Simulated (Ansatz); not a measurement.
Geometry optimisation, RKS PBE-D4/def2-SVPD (Ansatz 0.2.0).

The input (input.yaml):

```yaml
crystal:
  periodic: [false, false, false]
  atoms:
    - { symbol: B, position_ang: [0.063747, -0.227567, 0.28313] }
    - { symbol: "N", position_ang: [0.07413, -0.347024, 1.758167] }
    - { symbol: H, position_ang: [-0.758131, -0.589929, 2.292176] }
    - { symbol: H, position_ang: [0.937303, -0.377828, 2.300156] }
    - { symbol: H, position_ang: [1.121844, -0.066645, -0.279047] }
    - { symbol: H, position_ang: [-0.995527, -0.367899, -0.288591] }
    - { symbol: O, position_ang: [-0.367632, 2.345869, 0.404848] }
    - { symbol: H, position_ang: [-1.333327, 2.401792, 0.294357] }
    - { symbol: H, position_ang: [-0.252006, 1.828932, 1.242604] }
basis:
  gaussian: { orbitals: def2-SVPD }
hamiltonian:
  xc: pbe
  dispersion: d4
relax:
  f_tol: 0.03
  max_steps: 50
output:
  orbitals: {}
```

Command:

```bash
$ ansatz run input.yaml --threads 4 --pin off --max-ram 5120MiB --backend cpu --events-out ev --progress --plain --runs-dir out
```

**Question.** Where does it end, and by what steps?

**Answer.** It converged. The force dipped under the threshold on the way, but the program's further checks kept it going. After 24 steps the energy has fallen by 0.172 eV; O7 moved furthest, 1.04 Å.

| step | energy less start (eV) | largest force component (eV/Å) | accepted |
| --- | --- | --- | --- |
| 0 | 0.0000 | 2.077 | yes |
| 1 | -0.0507 | 1.238 | yes |
| 2 | -0.0970 | 0.818 | yes |
| 3 | -0.0863 | 0.657 | no |
| 4 | -0.1218 | 0.196 | yes |
| 5 | -0.1287 | 0.284 | yes |
| 6 | -0.1394 | 0.137 | yes |
| 7 | -0.1431 | 0.139 | yes |
| 8 | -0.0749 | 2.127 | no |
| 9 | -0.1496 | 0.062 | yes |
| 10 | -0.1521 | 0.259 | yes |
| 11 | -0.1543 | 0.177 | yes |
| 12 | -0.1595 | 0.193 | yes |
| 13 | -0.1483 | 0.685 | no |
| 14 | -0.1630 | 0.089 | yes |
| 15 | -0.1635 | 0.398 | yes |
| 16 | -0.1689 | 0.035 | yes |
| 17 | -0.1690 | 0.038 | yes |
| 18 | -0.1690 | 0.390 | no |
| 19 | -0.1702 | 0.016 | yes |
| 20 | -0.1681 | 0.484 | no |
| 21 | -0.1710 | 0.055 | yes |
| 22 | -0.1711 | 0.144 | yes |
| 23 | -0.1712 | 0.257 | yes |
| 24 | -0.1724 | 0.005 | yes |

```xyz
9
Properties=species:S:1:pos:R:3
B 0.176 -0.762 0.227
N 0.083 -0.247 1.526
H -0.769 -0.290 2.086
H 0.882 0.122 2.041
H 1.244 -0.711 -0.344
H -0.819 -1.223 -0.290
O -0.776 2.717 1.288
H -1.018 3.175 0.466
H -0.514 1.819 1.008
```

Whether the end is a true minimum wasn't checked by a vibrational analysis.

Time of the run: 17 s on 4 threads of Arm Neoverse V2 (shared host), peak memory 0.13 GiB.
